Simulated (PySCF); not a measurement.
H3N. Atoms are numbered in the order given.

```xyz
4

N      0.0000     0.0000     0.1137
H     -0.8137    -0.4698    -0.2653
H      0.0000     0.9396    -0.2653
H      0.8137    -0.4698    -0.2653
```
Charge 0, spin multiplicity 1.

Coordinates come from a PBE0-D3(BJ)/def2-TZVPD optimisation.

All values below come from ωB97X/def2-TZVPD run with PySCF.

Mulliken values depend strongly on the basis, most of all with diffuse functions as here. Atomic charges (e):

```json
[
 {"atom": "N1", "Mulliken": "-0.65", "meta-Löwdin": "-0.65"},
 {"atom": "H2", "Mulliken": "0.22", "meta-Löwdin": "0.22"},
 {"atom": "H3", "Mulliken": "0.22", "meta-Löwdin": "0.22"},
 {"atom": "H4", "Mulliken": "0.22", "meta-Löwdin": "0.22"}
]
```
